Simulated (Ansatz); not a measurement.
`O[C@H](S)[C@@H]1CO1` + H₂S → `SC1CO1` + `OCS`  (substitution at a C–C bond)

Isolated molecules relaxed with PBE0-D4/def2-TZVP in Ansatz; ΔE leaves out vibrations. CBS: MP2 limit from def2 TZ/QZ plus the TZ coupled-cluster correction, frozen cores. This one scheme is used for every species. DFT in def2-TZVPP. One conformer a species, not always the lowest.

```
             level  ΔE (kcal/mol)  difference from CCSD(T)/CBS
            PBE-D4            9.0                         -1.8
         r2SCAN-D4           10.2                         -0.6
           PBE0-D4            9.9                         -0.9
           ωB97M-V           10.8                          0.0
            r2SCAN            9.9                         -0.9
              PBE0            8.9                         -1.9
     HF/def2-TZVPP            8.9                         -1.9
    MP2/def2-TZVPP           11.7                          0.9
SCS-MP2/def2-TZVPP           10.8                          0.0
   CCSD/def2-TZVPP           11.5                          0.7
CCSD(T)/def2-TZVPP           11.8                          1.0
     HF/def2-QZVPP            8.6                         -2.2
SCS-MP2/def2-QZVPP           10.2                         -0.6
      HF/CBS(def2)            8.6                         -2.2
     MP2/CBS(def2)           10.7                         -0.1
    CCSD/CBS(def2)           10.5                         -0.3
       CCSD(T)/CBS           10.8                            0
```

Largest T1 diagnostic among the species: 0.012.

From PBE to PBE0 (25 % exact exchange), in def2-TZVPP and without D4, ΔE moves by +1.0 kcal/mol. The D4 term adds +1.6 kcal/mol with B3LYP and +1.0 kcal/mol with PBE0; it sums over pairs of atoms, weighted by their polarisabilities, and B3LYP, whose exchange is more repulsive, gets the larger term.

B3LYP here is the variant with VWN-RPA as its local correlation; programs differ in this.
